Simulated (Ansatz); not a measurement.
Diamond-structure Si, treated with LDA in Ansatz (plane waves, PAW).

Numerical settings: plane-wave cutoff 520 eV, 12×12×12 k mesh, Fermi–Dirac smearing 0.01 eV, scalar-relativistic PAW data made under PBE.

The cell has the measured lattice: a = 5.430 Å, b = 5.430 Å, c = 5.430 Å, α = 90.00°, β = 90.00°, γ = 90.00°.

Task: Give the computed band gap, smallest direct gap on the k points sampled and width of the whole s-p valence band.

Result: 
- band gap: 0.47 eV (indirect)
- smallest direct gap on the k points sampled: 2.53 eV
- width of the whole s-p valence band: 11.97 eV

Note: cell and atoms aren't relaxed at this level (pressure -1.5 GPa).

Computed values are for the static lattice.

Ansatz is an electronic-structure program.
